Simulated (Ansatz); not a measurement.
# C₂H₅Si−: single points off equilibrium

One table from this session's results is given with a row withheld; the runs are named, their logs left out.

Program: Ansatz 0.2.0, Gaussian basis. Level of theory: single points in def2-TZVPPD. These are calculated values, not measurements.

Cores are frozen in the correlated methods.

1 further run of the same task is left out (it didn't finish).

## The system as given

8 atoms, charge -1, spin multiplicity 1.

Atoms are counted from 1 here; the program's logs count them from 0.

Bond lengths: C1–Si2 1.751 Å, C1–H4 1.100 Å, C1–H5 1.132 Å, Si2–C3 2.052 Å, C3–H6 1.121 Å, C3–H7 1.135 Å, C3–H8 1.087 Å. Angles: Si2–C1–H4 138.5°, Si2–C1–H5 104.5°, H4–C1–H5 116.0°, C1–Si2–C3 107.1°, Si2–C3–H6 98.4°, Si2–C3–H7 110.8°, Si2–C3–H8 113.0°, H6–C3–H7 109.5°, H6–C3–H8 111.5°, H7–C3–H8 112.7°.

Geometry (Å):

```xyz
8
C2H5Si
C    -0.9431    1.1807   -0.7671
Si    0.7299    0.6715   -0.6789
C     0.8124   -0.9047    0.6316
H    -1.9248    0.8534   -0.3950
H    -0.9583    1.9601   -1.5875
H     0.4846   -0.3654    1.5585
H     1.8808   -1.2659    0.7612
H     0.1265   -1.7069    0.3736
```

The first run:

run/in.yaml reads:

```yaml
crystal:
  periodic: [false, false, false]
  atoms:
    - {symbol: C, position_ang: [-0.943146, 1.180712, -0.767054]}
    - {symbol: Si, position_ang: [0.729892, 0.671527, -0.678936]}
    - {symbol: C, position_ang: [0.812382, -0.904697, 0.631619]}
    - {symbol: H, position_ang: [-1.924825, 0.853449, -0.394964]}
    - {symbol: H, position_ang: [-0.958347, 1.960133, -1.587491]}
    - {symbol: H, position_ang: [0.484581, -0.365354, 1.558535]}
    - {symbol: H, position_ang: [1.880754, -1.265853, 0.761192]}
    - {symbol: H, position_ang: [0.126483, -1.706941, 0.373626]}
basis:
  gaussian: {orbitals: "def2-TZVPPD.json"}
total_charge: -1
hamiltonian: {xc: pbe, dispersion: d4}
output: {forces: true}
```

The basis file named in the input lies beside it (Basis Set Exchange, JSON).

Command:

```bash
> ansatz run in.yaml --threads 2 --pin off --events-out ev --progress --plain --max-ram 3481MiB
```

Steps of the session up to this table: PBE-D4/def2-TZVPPD; r2SCAN-D4/def2-TZVPPD; PBE0-D4/def2-TZVPPD; wB97M-V/def2-TZVPPD; CCSD(T)/def2-TZVPPD.

One of the session's tables, all rows but one given; the rest of the session is left out.

```
   method  RMS force component (eV/Å)  angle to CCSD(T) forces (°)
   PBE-D4                       0.579                          9.0
r2SCAN-D4                       0.626                          8.8
  PBE0-D4                           ?                            ?
  wB97M-V                       0.632                         13.9
  CCSD(T)                       0.639                    reference
```

Estimate the missing values for PBE0-D4.

The run gave: RMS force component (eV/Å): 0.633; angle to CCSD(T) forces (°): 10.9. In the column «RMS force component (eV/Å)» it lies between wB97M-V (0.632) and CCSD(T) (0.639).
